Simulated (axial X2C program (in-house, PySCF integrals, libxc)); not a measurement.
**Photoelectron levels of BCl by EOM-IP-CCSD**

Computed with an in-house all-electron X2C program for linear molecules (integrals from PySCF): two-component X2C with atomic mean-field Coulomb and Gaunt terms, Gaussian nuclei, basis Cl dyall-av3z, B dyall-v3z with contracted cores.

R = 1.983 Å (1.150 times 1.724 Å, the PBE0 minimum at charge 0 for the lowest determinant).

Vertical ionisation energies of BCl to the states of BCl⁺:

```tsv
Ω of BCl⁺	vertical IE (eV)	above lowest (cm⁻¹)	ionised spinor	one-hole weight
1/2	11.075	0	35% B sσ, 34% B pσ, 23% Cl pσ	0.93
3/2	12.455	11127	91% Cl pπ	0.93
1/2	12.528	11722	91% Cl pπ	0.93
1/2	15.927	39131	58% Cl pσ, 30% B sσ	0.81
```

Q: Take the first Ω = 1/2 and Ω = 3/2 rows of π character: how far apart are they, and which lies lower?

A: E(3/2) − E(1/2) = 11127 − 11722 = -595 cm⁻¹ at EOM-IP-CCSD: inverted, Ω = 3/2 lower. Splittings at this level can be off by ten to twenty per cent.

This point took 7.5 s on 1 thread of Intel(R) Xeon(R) Processor @ 2.30GHz, with other jobs on the host.

Reference electrons by ω block (each with its −ω partner): 1/2: 9, 3/2: 2. 10 electrons of BCl correlated (inner shells frozen), 94 natural virtual spinors (a truncated set); levels can be off by some tenths of an eV. Roots sought by Ω: (1/2: 4, 3/2: 3, 5/2: 1); the list ends where they run out and leaves out roots under 60 % one-particle weight. The solver can skip a root, and states that need a further excitation, which the method places far too high, are missing though they may lie low or lowest. T1 of the reference 0.017 (Lee–Taylor). Number of frozen shells: Cl 2 s, 1 p; B 1 s.
